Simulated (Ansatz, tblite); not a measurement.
# The cluster Si3Ge: spin-state energies by level

Aim: set other spin states of the cluster Si3Ge against its singlet, on many levels of theory.

Program: Ansatz 0.2.0, Gaussian basis. Level of theory: as each input shows. These are calculated values, not measurements.

Plan: triplet, relaxed (GFN1-xTB, GFN2-xTB, PBE0-D4/def2-TZVP, PBE-D4/def2-TZVP, r2SCAN-D4/def2-TZVP, CAM-B3LYP-D4/def2-TZVP, LDA/def2-TZVP, r2SCANh-D4/def2-TZVP, B3LYP-D4/def2-TZVP, BLYP-D4/def2-TZVP, PBE+5HF/def2-TZVP, PBE+10HF/def2-TZVP, PBE+15HF/def2-TZVP, PBE+35HF/def2-TZVP, PBE+50HF/def2-TZVP, HF/STO-3G, CCSD(T)/def2-TZVPP, MP2/def2-TZVP, RPA/def2-TZVP); quintet, relaxed (GFN1-xTB, GFN2-xTB, PBE0-D4/def2-TZVP, PBE-D4/def2-TZVP, r2SCAN-D4/def2-TZVP, CAM-B3LYP-D4/def2-TZVP, LDA/def2-TZVP, r2SCANh-D4/def2-TZVP, B3LYP-D4/def2-TZVP, BLYP-D4/def2-TZVP, PBE+5HF/def2-TZVP, PBE+10HF/def2-TZVP, PBE+15HF/def2-TZVP, PBE+35HF/def2-TZVP, PBE+50HF/def2-TZVP, HF/STO-3G, CCSD(T)/def2-TZVPP, MP2/def2-TZVP, RPA/def2-TZVP); broken-symmetry singlet, at the geometry of the singlet (PBE0-D4/def2-TZVP, PBE-D4/def2-TZVP, r2SCAN-D4/def2-TZVP); the singlet's energies come from earlier runs.

## (1) The geometry

The singlet was relaxed beforehand with r2SCAN-D4/def2-SVP. At that level it is the lowest of the isomers that a small search found.

4 atoms, charge 0, spin multiplicity 1.

Atoms are counted from 1 here; the program's logs count them from 0.

Bond lengths: Si1–Si2 2.318 Å, Si1–Ge4 2.390 Å, Si2–Si3 2.319 Å, Si3–Ge4 2.390 Å. Angles: Si2–Si1–Ge4 118.3°, Si1–Si2–Si3 62.7°, Si2–Si3–Ge4 118.3°, Si1–Ge4–Si3 60.6°.

## (2) Relaxing the triplet

File in.yaml:

```yaml
crystal:
  periodic: [false, false, false]
  atoms:
    - {symbol: Si, position_ang: [0.950027, 0.743682, 0.008668]}
    - {symbol: Si, position_ang: [-1.205105, 1.596335, -0.045637]}
    - {symbol: Si, position_ang: [-0.975164, -0.710625, -0.017463]}
    - {symbol: Ge, position_ang: [1.230252, -1.629393, 0.054422]}
basis:
  gaussian: {orbitals: def2-SVP}
magnetization: {spin_polarized: true, initial_magnetization: 2}
hamiltonian: {xc: r2scan, dispersion: d4}
scf: {omitted_lower_state_checks: [starts]}
output: {orbitals: {seedname: orbitals}}
relax: {f_tol: 0.02, max_steps: 100}
```

Launch:

```sh
$ ansatz run in.yaml --threads 4 --pin off --events-out ev --progress --plain --max-ram 3916MiB
```

What it wrote, cut to the lines that bear on the results:

```text
Functional definition: r2SCAN
  name "r2SCAN"
  cite "Furness, Kaplan, Ning, Perdew & Sun, J. Phys. Chem. Lett. 11, 8208 (2020) doi:10.1021/acs.jpclett.0c02405"
  cite "Furness, Kaplan, Ning, Perdew & Sun, J. Phys. Chem. Lett. 11, 9248 (2020) doi:10.1021/acs.jpclett.0c03077"
  parent r2scan
[...]
939 factors; their error is unknown
[...]
mean field -80131.73382855 eV, -2944.7869029593 hartree, gradient 1.8e-5 eV, S^2 2.041437; 0 other end points of the search recorded, 0 dependent functions left out
[...]
reference -80131.73383874 eV, -2944.7869033337 hartree; 38, 36 occupied and 48, 50 virtual orbitals, 939 factors
[...]
mean field -80131.87375539 eV, -2944.7920451758 hartree, gradient 1.4e-5 eV, S^2 2.036144; 0 other end points of the search recorded, 0 dependent functions left out
[...]
reference -80131.87376548 eV, -2944.7920455466 hartree; 38, 36 occupied and 48, 50 virtual orbitals, 939 factors
Total energy: -80131.92128434 eV, -2944.7937918324 hartree
Atom 0 at     0.997631     0.786880     0.013042 Å, force    -0.003609     0.001224     0.000069 eV/Å
Atom 1 at    -1.146360     1.518414    -0.047127 Å, force     0.002859    -0.003976    -0.000055 eV/Å
Atom 2 at    -1.029629    -0.744523    -0.014475 Å, force    -0.000090     0.003969     0.000116 eV/Å
Atom 3 at     1.178369    -1.560772     0.048551 Å, force     0.000840    -0.001218    -0.000130 eV/Å
Dipole moment:     0.012030    -0.015928     0.000508 e Å
Checks for a lower state left out: starts
```

Wall time 34 s (4 threads of Arm Neoverse N1, shared host).

Along the way:

| step | energy from step 1 (eV) | largest force component (eV/Å) |
| --- | --- | --- |
| 1 | 0.0000 | 1.0305 |
| 2 | -0.1396 | 0.0880 |
| 3 | -0.1401 | 0.0277 |
| 4 | -0.1402 | 0.0040 |

Distances of close pairs at the start and the end, largest changes first:

| bond | before (Å) | after (Å) | change (Å) |
| --- | --- | --- | --- |
| Si1–Si3 | 2.413 | 2.541 | +0.128 |
| Si2–Si3 | 2.319 | 2.266 | -0.052 |
| Si1–Si2 | 2.318 | 2.266 | -0.052 |
| Si3–Ge4 | 2.390 | 2.355 | -0.035 |
| Si1–Ge4 | 2.390 | 2.355 | -0.035 |

## (3) Triplet, first pass, PBE0-D4/def2-SVP

start.molden holds the orbitals of an earlier run on this state, given as this run's starting guess.

File in.yaml:

```yaml
crystal:
  periodic: [false, false, false]
  atoms:
    - {symbol: Si, position_ang: [0.997631, 0.786880, 0.013042]}
    - {symbol: Si, position_ang: [-1.146360, 1.518414, -0.047127]}
    - {symbol: Si, position_ang: [-1.029629, -0.744523, -0.014475]}
    - {symbol: Ge, position_ang: [1.178369, -1.560772, 0.048551]}
basis:
  gaussian: {orbitals: def2-SVP, initial_orbitals: start.molden}
magnetization: {spin_polarized: true, initial_magnetization: 2}
hamiltonian: {xc: pbe0, dispersion: d4}
output: {orbitals: {seedname: orbitals}}
```

The command is unchanged.

What it wrote, cut to the lines that bear on the results:

```text
Functional definition: PBE0
  name "PBE0"
  cite "Adamo & Barone, J. Chem. Phys. 110, 6158 (1999) doi:10.1063/1.478522"
  cite "Perdew, Burke & Ernzerhof, Phys. Rev. Lett. 77, 3865 (1996) doi:10.1103/PhysRevLett.77.3865"
  parent pbe
[...]
814 factors; integrals over basis functions are off by at most 1.2e-3 eV
[...]
mean field -80117.00978863 eV, -2944.2458044724 hartree, gradient 2.6e-5 eV, S^2 2.037502; 5 other end points of the search recorded, 0 dependent functions left out
reference -80117.00981092 eV, -2944.2458052915 hartree; 38, 36 occupied and 48, 50 virtual orbitals, 814 factors
Total energy: -80117.23137334 eV, -2944.2539475604 hartree
```

Wall time 6 s (4 threads of Arm Neoverse N1, shared host).

HOMO -5.44 eV, LUMO -4.33 eV (over both spins); ⟨S²⟩ 2.038 (pure: 2.00).

## (4) Triplet, GFN1-xTB

Tight binding, by tblite at 300 K electronic temperature and without a spin-polarisation term:

```python
tblite.interface.Calculator('GFN1-xTB', numbers, positions, charge=0, uhf=2).singlepoint()
```

Energy -188.9322 eV; 0.007 s.

## (5) Triplet, GFN2-xTB

Tight binding, by tblite at 300 K electronic temperature and without a spin-polarisation term:

```python
tblite.interface.Calculator('GFN2-xTB', numbers, positions, charge=0, uhf=2).singlepoint()
```

Energy -188.1658 eV; 0.012 s.

## (6) Triplet, PBE0-D4/def2-TZVP

in.yaml: that of step 3 with these lines changed.

```diff
@@ -8,5 +8,6 @@
 basis:
-  gaussian: {orbitals: def2-SVP, initial_orbitals: start.molden}
+  gaussian: {orbitals: def2-TZVP, initial_orbitals: start.molden}
 magnetization: {spin_polarized: true, initial_magnetization: 2}
 hamiltonian: {xc: pbe0, dispersion: d4}
+scf: {omitted_lower_state_checks: [starts]}
 output: {orbitals: {seedname: orbitals}}
```

Launched as before.

What it wrote, cut to the lines that bear on the results:

```text
Functional definition: PBE0
  name "PBE0"
  cite "Adamo & Barone, J. Chem. Phys. 110, 6158 (1999) doi:10.1063/1.478522"
  cite "Perdew, Burke & Ernzerhof, Phys. Rev. Lett. 77, 3865 (1996) doi:10.1103/PhysRevLett.77.3865"
  parent pbe
[...]
1205 factors; their error is unknown
[...]
mean field -80132.24902960 eV, -2944.8058362484 hartree, gradient 1.9e-5 eV, S^2 2.039491; 0 other end points of the search recorded, 0 dependent functions left out
reference -80132.24905371 eV, -2944.8058371347 hartree; 38, 36 occupied and 121, 123 virtual orbitals, 1205 factors
Total energy: -80132.47061614 eV, -2944.8139794036 hartree
Checks for a lower state left out: starts
```

Wall time 8 s (4 threads of Arm Neoverse N1, shared host); peak memory 0.57 GiB.

HOMO -5.36 eV, LUMO -4.22 eV (over both spins); ⟨S²⟩ 2.039 (pure: 2.00).

## (7) Triplet, PBE-D4/def2-TZVP

in.yaml: that of step 6 with these lines changed.

```diff
@@ -10,3 +10,3 @@
 magnetization: {spin_polarized: true, initial_magnetization: 2}
-hamiltonian: {xc: pbe0, dispersion: d4}
+hamiltonian: {xc: pbe, dispersion: d4}
 scf: {omitted_lower_state_checks: [starts]}
```

Same command.

What it wrote, cut to the lines that bear on the results:

```text
Functional definition: PBE
  name "PBE"
  cite "Perdew, Burke & Ernzerhof, Phys. Rev. Lett. 77, 3865 (1996) doi:10.1103/PhysRevLett.77.3865"
  parent pbe
[...]
1114 factors; their error is unknown
[...]
mean field -80129.18656557 eV, -2944.6932927714 hartree, gradient 1.4e-5 eV, S^2 2.016641; 0 other end points of the search recorded, 0 dependent functions left out
reference -80129.18659777 eV, -2944.6932939546 hartree; 38, 36 occupied and 121, 123 virtual orbitals, 1114 factors
Total energy: -80129.44787300 eV, -2944.7028956421 hartree
Checks for a lower state left out: starts
```

Run time: 4.2 s. Hardware: 4 threads of Arm Neoverse N1, shared host.

Report: HOMO -4.54 eV, LUMO -4.86 eV (over both spins; with the spin held, an empty level of the minority spin lies below the top filled one); ⟨S²⟩ 2.017 (pure: 2.00).

## (8) Triplet, r2SCAN-D4/def2-TZVP

in.yaml: that of step 7 with these lines changed.

```diff
@@ -10,3 +10,3 @@
 magnetization: {spin_polarized: true, initial_magnetization: 2}
-hamiltonian: {xc: pbe, dispersion: d4}
+hamiltonian: {xc: r2scan, dispersion: d4}
 scf: {omitted_lower_state_checks: [starts]}
```

Same command.

What it wrote, cut to the lines that bear on the results:

```text
Functional definition: r2SCAN
  name "r2SCAN"
  cite "Furness, Kaplan, Ning, Perdew & Sun, J. Phys. Chem. Lett. 11, 8208 (2020) doi:10.1021/acs.jpclett.0c02405"
  cite "Furness, Kaplan, Ning, Perdew & Sun, J. Phys. Chem. Lett. 11, 9248 (2020) doi:10.1021/acs.jpclett.0c03077"
  parent r2scan
[...]
1114 factors; their error is unknown
[...]
mean field -80146.92183998 eV, -2945.3450520846 hartree, gradient 2.6e-5 eV, S^2 2.041282; 0 other end points of the search recorded, 0 dependent functions left out
reference -80146.92185251 eV, -2945.3450525448 hartree; 38, 36 occupied and 121, 123 virtual orbitals, 1114 factors
Total energy: -80146.96937136 eV, -2945.3467988306 hartree
Checks for a lower state left out: starts
```

It took 14 s on 4 threads of Arm Neoverse N1, shared host.

HOMO -4.87 eV, LUMO -4.78 eV (over both spins); ⟨S²⟩ 2.041 (pure: 2.00).

## (9) Triplet, CAM-B3LYP-D4/def2-TZVP

in.yaml: that of step 8 with these lines changed.

```diff
@@ -10,3 +10,3 @@
 magnetization: {spin_polarized: true, initial_magnetization: 2}
-hamiltonian: {xc: r2scan, dispersion: d4}
+hamiltonian: {xc: {name: CAM-B3LYP}, dispersion: d4}
 scf: {omitted_lower_state_checks: [starts]}
```

Same command.

What it wrote, cut to the lines that bear on the results:

```text
Functional definition: CAM-B3LYP
  name "CAM-B3LYP"
  cite "Yanai, Tew & Handy, Chem. Phys. Lett. 393, 51 (2004) doi:10.1016/j.cplett.2004.06.011"
  cite "Iikura, Tsuneda, Yanai & Hirao, J. Chem. Phys. 115, 3540 (2001) doi:10.1063/1.1383587"
  cite "Becke, Phys. Rev. A 38, 3098 (1988) doi:10.1103/PhysRevA.38.3098"
  cite "Lee, Yang & Parr, Phys. Rev. B 37, 785 (1988) doi:10.1103/PhysRevB.37.785"
[...]
1172 factors; their error is unknown
270 factors; integrals over basis functions are off by at most 1.2e-5 eV
[...]
mean field -80151.90473693 eV, -2945.5281701697 hartree, gradient 1.9e-5 eV, S^2 2.054417; 0 other end points of the search recorded, 0 dependent functions left out
reference -80151.90484070 eV, -2945.5281739835 hartree; 38, 36 occupied and 121, 123 virtual orbitals, 1172 factors
Total energy: -80152.14110732 eV, -2945.5368566216 hartree
Checks for a lower state left out: starts
```

Wall time 10 s (4 threads of Arm Neoverse N1, shared host); peak memory 0.66 GiB.

Report: HOMO -6.24 eV, LUMO -3.35 eV (over both spins); ⟨S²⟩ 2.054 (pure: 2.00).

## (10) Triplet, LDA/def2-TZVP

in.yaml: that of step 9 with these lines changed.

```diff
@@ -10,3 +10,3 @@
 magnetization: {spin_polarized: true, initial_magnetization: 2}
-hamiltonian: {xc: {name: CAM-B3LYP}, dispersion: d4}
+hamiltonian: {xc: lda}
 scf: {omitted_lower_state_checks: [starts]}
```

Launched as before.

What it wrote, cut to the lines that bear on the results:

```text
Functional definition: SPW92
  name "SPW92"
  cite "Dirac, Proc. Camb. Phil. Soc. 26, 376 (1930) doi:10.1017/S0305004100016108"
  cite "Slater, Phys. Rev. 81, 385 (1951) doi:10.1103/PhysRev.81.385"
  cite "Perdew & Wang, Phys. Rev. B 45, 13244 (1992) doi:10.1103/PhysRevB.45.13244"
[...]
1114 factors; their error is unknown
[...]
mean field -79970.00087507 eV, -2938.8433265455 hartree, gradient 3.0e-5 eV, S^2 2.007365; 0 other end points of the search recorded, 0 dependent functions left out
reference -79970.00090431 eV, -2938.8433276200 hartree; 38, 36 occupied and 121, 123 virtual orbitals, 1114 factors
Total energy: -79970.00090431 eV, -2938.8433276200 hartree
Checks for a lower state left out: starts
```

Wall time 2.1 s (4 threads of Arm Neoverse N1, shared host).

Report: HOMO -4.58 eV, LUMO -5.13 eV (over both spins; with the spin held, an empty level of the minority spin lies below the top filled one); ⟨S²⟩ 2.007 (pure: 2.00).

## (11) Triplet, r2SCANh-D4/def2-TZVP

in.yaml: that of step 10 with these lines changed.

```diff
@@ -10,3 +10,3 @@
 magnetization: {spin_polarized: true, initial_magnetization: 2}
-hamiltonian: {xc: lda}
+hamiltonian: {xc: {name: r2SCANh}, dispersion: d4}
 scf: {omitted_lower_state_checks: [starts]}
```

Same command.

What it wrote, cut to the lines that bear on the results:

```text
Functional definition: r2SCANh
  name "r2SCANh"
  cite "Bursch, Neugebauer, Ehlert & Grimme, J. Chem. Phys. 156, 134105 (2022) doi:10.1063/5.0086040"
  cite "Furness, Kaplan, Ning, Perdew & Sun, J. Phys. Chem. Lett. 11, 8208 (2020) doi:10.1021/acs.jpclett.0c02405"
  cite "Furness, Kaplan, Ning, Perdew & Sun, J. Phys. Chem. Lett. 11, 9248 (2020) doi:10.1021/acs.jpclett.0c03077"
  parent r2scan
[...]
1133 factors; their error is unknown
[...]
mean field -80146.46264789 eV, -2945.3281770864 hartree, gradient 2.1e-5 eV, S^2 2.049808; 0 other end points of the search recorded, 0 dependent functions left out
reference -80146.46265931 eV, -2945.3281775060 hartree; 38, 36 occupied and 121, 123 virtual orbitals, 1133 factors
Total energy: -80146.51771426 eV, -2945.3302007382 hartree
Checks for a lower state left out: starts
```

Run time: 16 s. Hardware: 4 threads of Arm Neoverse N1, shared host; peak memory 0.62 GiB.

Report: HOMO -5.17 eV, LUMO -4.52 eV (over both spins); ⟨S²⟩ 2.050 (pure: 2.00).

## (12) Triplet, B3LYP-D4/def2-TZVP

in.yaml: that of step 11 with these lines changed.

```diff
@@ -10,3 +10,3 @@
 magnetization: {spin_polarized: true, initial_magnetization: 2}
-hamiltonian: {xc: {name: r2SCANh}, dispersion: d4}
+hamiltonian: {xc: {name: B3LYP}, dispersion: d4}
 scf: {omitted_lower_state_checks: [starts]}
```

The command is unchanged.

What it wrote, cut to the lines that bear on the results:

```text
Functional definition: B3LYP
  name "B3LYP"
  cite "Stephens, Devlin, Chabalowski & Frisch, J. Phys. Chem. 98, 11623 (1994) doi:10.1021/j100096a001"
  cite "Becke, Phys. Rev. A 38, 3098 (1988) doi:10.1103/PhysRevA.38.3098"
  cite "Lee, Yang & Parr, Phys. Rev. B 37, 785 (1988) doi:10.1103/PhysRevB.37.785"
  cite "Vosko, Wilk & Nusair, Can. J. Phys. 58, 1200 (1980) doi:10.1139/p80-159"
[...]
1172 factors; their error is unknown
[...]
mean field -80151.56592195 eV, -2945.5157189491 hartree, gradient 1.7e-5 eV, S^2 2.026056; 0 other end points of the search recorded, 0 dependent functions left out
reference -80151.56613558 eV, -2945.5157267998 hartree; 38, 36 occupied and 121, 123 virtual orbitals, 1172 factors
Total energy: -80152.00700571 eV, -2945.5319284781 hartree
Checks for a lower state left out: starts
```

Run time: 7.5 s. Hardware: 4 threads of Arm Neoverse N1, shared host; peak memory 0.57 GiB.

From the report: HOMO -5.03 eV, LUMO -4.42 eV (over both spins); ⟨S²⟩ 2.026 (pure: 2.00).

## (13) Triplet, BLYP-D4/def2-TZVP

in.yaml: that of step 12 with these lines changed.

```diff
@@ -10,3 +10,3 @@
 magnetization: {spin_polarized: true, initial_magnetization: 2}
-hamiltonian: {xc: {name: B3LYP}, dispersion: d4}
+hamiltonian: {xc: {name: BLYP}, dispersion: d4}
 scf: {omitted_lower_state_checks: [starts]}
```

Launched as before.

What it wrote, cut to the lines that bear on the results:

```text
Functional definition: BLYP
  name "BLYP"
  cite "Becke, Phys. Rev. A 38, 3098 (1988) doi:10.1103/PhysRevA.38.3098"
  cite "Lee, Yang & Parr, Phys. Rev. B 37, 785 (1988) doi:10.1103/PhysRevB.37.785"
[...]
1114 factors; their error is unknown
[...]
mean field -80150.99964372 eV, -2945.4949086079 hartree, gradient 3.0e-5 eV, S^2 2.011686; 0 other end points of the search recorded, 0 dependent functions left out
reference -80150.99993092 eV, -2945.4949191623 hartree; 38, 36 occupied and 121, 123 virtual orbitals, 1114 factors
Total energy: -80151.54803248 eV, -2945.5150615229 hartree
Checks for a lower state left out: starts
```

It took 4.3 s on 4 threads of Arm Neoverse N1, shared host.

From the report: HOMO -4.22 eV, LUMO -4.75 eV (over both spins; with the spin held, an empty level of the minority spin lies below the top filled one); ⟨S²⟩ 2.012 (pure: 2.00).

## (14) Triplet, PBE+5HF/def2-TZVP

in.yaml: that of step 13 with these lines changed.

```diff
@@ -10,3 +10,3 @@
 magnetization: {spin_polarized: true, initial_magnetization: 2}
-hamiltonian: {xc: {name: BLYP}, dispersion: d4}
+hamiltonian: {xc: {text: "exchange = 0.95*pbe_x + 0.05*exact_x\ncorrelation = pbe_c"}}
 scf: {omitted_lower_state_checks: [starts]}
```

Same command.

What it wrote, cut to the lines that bear on the results:

```text
Functional definition: unnamed
[...]
1114 factors; their error is unknown
[...]
mean field -80129.78021395 eV, -2944.7151089467 hartree, gradient 2.7e-5 eV, S^2 2.020481; 0 other end points of the search recorded, 0 dependent functions left out
reference -80129.78024452 eV, -2944.7151100704 hartree; 38, 36 occupied and 121, 123 virtual orbitals, 1114 factors
Total energy: -80129.78024452 eV, -2944.7151100704 hartree
Checks for a lower state left out: starts
```

It took 7 s on 4 threads of Arm Neoverse N1, shared host; peak memory 0.56 GiB.

HOMO -4.70 eV, LUMO -4.73 eV (over both spins; with the spin held, an empty level of the minority spin lies below the top filled one); ⟨S²⟩ 2.020 (pure: 2.00).

## (15) Triplet, PBE+10HF/def2-TZVP

in.yaml: that of step 14 with these lines changed.

```diff
@@ -10,3 +10,3 @@
 magnetization: {spin_polarized: true, initial_magnetization: 2}
-hamiltonian: {xc: {text: "exchange = 0.95*pbe_x + 0.05*exact_x\ncorrelation = pbe_c"}}
+hamiltonian: {xc: {text: "exchange = 0.90*pbe_x + 0.10*exact_x\ncorrelation = pbe_c"}}
 scf: {omitted_lower_state_checks: [starts]}
```

Same command.

What it wrote, cut to the lines that bear on the results:

```text
Functional definition: unnamed
[...]
1133 factors; their error is unknown
[...]
mean field -80130.38354589 eV, -2944.7372809867 hartree, gradient 2.5e-5 eV, S^2 2.024708; 0 other end points of the search recorded, 0 dependent functions left out
reference -80130.38357485 eV, -2944.7372820510 hartree; 38, 36 occupied and 121, 123 virtual orbitals, 1133 factors
Total energy: -80130.38357485 eV, -2944.7372820510 hartree
Checks for a lower state left out: starts
```

Wall time 7 s (4 threads of Arm Neoverse N1, shared host); peak memory 0.56 GiB.

HOMO -4.86 eV, LUMO -4.60 eV (over both spins); ⟨S²⟩ 2.025 (pure: 2.00).

## (16) Triplet, PBE+15HF/def2-TZVP

in.yaml: that of step 15 with these lines changed.

```diff
@@ -10,3 +10,3 @@
 magnetization: {spin_polarized: true, initial_magnetization: 2}
-hamiltonian: {xc: {text: "exchange = 0.90*pbe_x + 0.10*exact_x\ncorrelation = pbe_c"}}
+hamiltonian: {xc: {text: "exchange = 0.85*pbe_x + 0.15*exact_x\ncorrelation = pbe_c"}}
 scf: {omitted_lower_state_checks: [starts]}
```

The command is unchanged.

What it wrote, cut to the lines that bear on the results:

```text
Functional definition: unnamed
[...]
1142 factors; their error is unknown
[...]
mean field -80130.99621357 eV, -2944.7597961087 hartree, gradient 2.0e-5 eV, S^2 2.029299; 0 other end points of the search recorded, 0 dependent functions left out
reference -80130.99624092 eV, -2944.7597971136 hartree; 38, 36 occupied and 121, 123 virtual orbitals, 1142 factors
Total energy: -80130.99624092 eV, -2944.7597971136 hartree
Checks for a lower state left out: starts
```

Run time: 7 s. Hardware: 4 threads of Arm Neoverse N1, shared host; peak memory 0.56 GiB.

Report: HOMO -5.03 eV, LUMO -4.48 eV (over both spins); ⟨S²⟩ 2.029 (pure: 2.00).

## (17) Triplet, PBE+35HF/def2-TZVP

in.yaml: that of step 16 with these lines changed.

```diff
@@ -10,3 +10,3 @@
 magnetization: {spin_polarized: true, initial_magnetization: 2}
-hamiltonian: {xc: {text: "exchange = 0.85*pbe_x + 0.15*exact_x\ncorrelation = pbe_c"}}
+hamiltonian: {xc: {text: "exchange = 0.65*pbe_x + 0.35*exact_x\ncorrelation = pbe_c"}}
 scf: {omitted_lower_state_checks: [starts]}
```

Launched as before.

What it wrote, cut to the lines that bear on the results:

```text
Functional definition: unnamed
[...]
1235 factors; their error is unknown
[...]
mean field -80133.53802421 eV, -2944.8532059267 hartree, gradient 1.8e-5 eV, S^2 2.050907; 0 other end points of the search recorded, 0 dependent functions left out
reference -80133.53804510 eV, -2944.8532066944 hartree; 38, 36 occupied and 121, 123 virtual orbitals, 1235 factors
Total energy: -80133.53804510 eV, -2944.8532066944 hartree
Checks for a lower state left out: starts
```

It took 8 s on 4 threads of Arm Neoverse N1, shared host; peak memory 0.57 GiB.

HOMO -5.71 eV, LUMO -3.96 eV (over both spins); ⟨S²⟩ 2.051 (pure: 2.00).

## (18) Triplet, PBE+50HF/def2-TZVP

in.yaml: that of step 17 with these lines changed.

```diff
@@ -10,3 +10,3 @@
 magnetization: {spin_polarized: true, initial_magnetization: 2}
-hamiltonian: {xc: {text: "exchange = 0.65*pbe_x + 0.35*exact_x\ncorrelation = pbe_c"}}
+hamiltonian: {xc: {text: "exchange = 0.50*pbe_x + 0.50*exact_x\ncorrelation = pbe_c"}}
 scf: {omitted_lower_state_checks: [starts]}
```

Same command.

What it wrote, cut to the lines that bear on the results:

```text
Functional definition: unnamed
[...]
1294 factors; their error is unknown
[...]
mean field -80135.53626729 eV, -2944.9266400055 hartree, gradient 2.0e-5 eV, S^2 2.070025; 0 other end points of the search recorded, 0 dependent functions left out
reference -80135.53628334 eV, -2944.9266405955 hartree; 38, 36 occupied and 121, 123 virtual orbitals, 1294 factors
Total energy: -80135.53628334 eV, -2944.9266405955 hartree
Checks for a lower state left out: starts
```

Run time: 9 s. Hardware: 4 threads of Arm Neoverse N1, shared host; peak memory 0.58 GiB.

Report: HOMO -6.23 eV, LUMO -3.57 eV (over both spins); ⟨S²⟩ 2.070 (pure: 2.00).

[end of part 1 of 3]
